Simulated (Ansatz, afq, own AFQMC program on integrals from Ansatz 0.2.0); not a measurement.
AFQMC on a folder of integrals that Ansatz 0.2.0 wrote.

```yaml
crystal:
  periodic: [false, false, false]
  atoms:
    - {symbol: B, position_ang: [-0.108367, -0.001322, 0.000023]}
    - {symbol: H, position_ang: [2.572434, 0.031377, -0.000556]}
    - {symbol: H, position_ang: [-0.717661, 1.024891, -0.002814]}
    - {symbol: H, position_ang: [-0.692448, -1.042090, 0.003118]}
basis:
  gaussian: {orbitals: cc-pVDZ}
magnetization: {spin_polarized: false}
correlation: {method: ccsd_t, electrons: outside_noble_gas, hamiltonian_folder: ham}
```

```sh
$ ansatz run in.yaml --threads 1 --pin off --events-out ev --progress --plain --max-ram 16896MiB --backend cuda --devices 0, --max-vram 18GiB
```

Options of the walk:

```
--method phaseless --trial cisd --walkers 4000 --populations 20 --least-time 60 --time-step 0.005 --steps-per-block 50 --equilibration-blocks 40 --max-blocks 4000 --target-error 0.00029 --factor-cut 1e-05 --seed 1883 --release-times 0.24,0.51,0.99,1.62,2.4 --release-step 0.03 --release-every 3 --taylor-order 6
```

Times are imaginary, in 1/Eh. The walk had a cap of 122 s. With eight or more populations the least sampling time is a fifth of least-time, and the error comes from their spread.

afq prints:

```
orbitals 28  electrons 3 3  factors 193 of 261
reference energy -26.19694111 Eh
CCSD correlation -0.15521379 Eh in 12 cycles, weight of the determinant in the CISD state 0.7810
energy of the start -26.352132 Eh
 block  time / (1/Eh)  mean weight  energy / Eh
     1     0.250  1.0001  -26.350875
     2     0.500  1.0000  -26.351368
     3     0.750  0.9997  -26.352154
     4     1.000  0.9998  -26.353045
     5     1.250  1.0000  -26.353741
     8     2.000  1.0000  -26.355481
    11     2.750  1.0000  -26.356423
    17     4.250  1.0000  -26.357788
    23     5.750  1.0000  -26.357746
    29     7.250  0.9998  -26.358210
    35     8.750  1.0001  -26.357515
    41    10.250  1.0003  -26.357098
    47    11.750  1.0000  -26.358153
    53    13.250  1.0000  -26.357408
    59    14.750  1.0001  -26.359070
    65    16.250  1.0001  -26.357422
    71    17.750  1.0001  -26.359255
    77    19.250  1.0001  -26.357889
    83    20.750  1.0000  -26.358596
    89    22.250  1.0001  -26.358572
error from the spread of 20 populations
released: time / (1/Eh)  energy / Eh  error  mean overlap
  0.24  -26.358109  0.000132  1.0018
  0.51  -26.358383  0.000165  1.0015
  0.99  -26.358697  0.000087  1.0016
  1.62  -26.358940  0.000083  1.0026
  2.40  -26.358968  0.000160  0.9988
energy -26.358052 +/- 0.000164 Eh
(rows thinned)
```

The run passed its tests (sampling time, drift between the halves within three errors, error under three times the target), which doesn't prove that it has relaxed.

Against this walk (error 4.5 meV) on the same determinant: CCSD(T) 30.7 meV lower, CCSDT(Q) 46.9 meV lower, CCSDTQ 46.7 meV lower, full CI 46.7 meV lower. The error is statistical and leaves out the bias of the constraint. Released to 2.40 1/Eh the energy lies 25 ± 6 meV (both errors) below the phaseless value, which shows part or all of the bias of the constraint, and full CI lies 21.8 meV below the released value. Full CI is exact here, so the walk's 47 meV above it is the walk's own error: the bias of the constraint with this trial. The determinant is a poor start (see the cautions), so the low cluster orders aren't to be relied on, and full CI is the sure value.

Cautions: constraint bias not in the error; restricted determinant unstable towards unrestricted (UHF 1.61 eV lower, ⟨S²⟩ 0.88); strong correlation (T1 0.054, weight of the determinant 0.78, largest double 0.43); the CCSD(T) amplitudes may be one of several solutions (largest double 0.43); the CCSDT(Q) amplitudes may be one of several solutions (largest double 0.47); the CCSDTQ amplitudes may be one of several solutions (largest double 0.47); the released energy hasn't reached full CI (22 meV above it at 2.40 1/Eh).

The walk took 20 s on 1 × NVIDIA H100 80GB HBM3 with 2 threads of AMD EPYC 7R13 Processor (Zen 3) (shared host) (the card was shared). The log's last line is the phaseless energy.

CCSDT and higher add their correlation energy to the determinant of the CCSD(T) run, since their own runs factorise the integrals more tightly (a shift of under 2 meV). A walk keeps the symmetry of its determinant, which the program's search chose and which needn't be the lowest solution, so a lower state of the same spin and another symmetry isn't excluded.
